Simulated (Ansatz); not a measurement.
## Ansatz (development build ahead of 0.2.0) run

```yaml
crystal:
  periodic: [false, false, false]
  atoms:
    - { symbol: Al, position_ang: [0.0, 0.0, 0.0] }
    - { symbol: S, position_ang: [0.0, 0.0, 2.2319] }
basis:
  gaussian: { orbitals: def2-SVP }
magnetization:
  spin_polarized: true
  initial_magnetization: 1
hamiltonian:
  xc: hf
correlation:
  method: mp2
  frozen_orbitals: { Al: 5, S: 5 }
scf:
  omitted_lower_state_checks: [stability, starts, atomic_configurations, cluster_reference, orbital_swaps, given_window_search, neighbouring_geometries, increment]
```

The input is written out in the form of the current development build from the run's settings.

The run gave:

```json
{
  "Converged": "yes",
  "Reference energy": "-639.23423 hartree",
  "Correlation energy": "-0.15820 hartree",
  "Total energy": "-639.39243 hartree",
  "Spin squared of the determinant": "0.805",
  "Occupied orbitals by symmetry in an Abelian subgroup (alpha; beta)": "9 A1 3 B1 3 B2; 8 A1 3 B1 3 B2"
}
```

Messages of the program:
```
mean field -17394.44951213 eV, -639.2342291896 hartree, gradient 9.3e-6 eV, S^2 0.804673; 0 other ends of a descent, 0 dependent functions left out
```

The reference isn't the lowest determinant (another lies 0.30 eV lower), but the same method gives a higher total on the lower determinant.
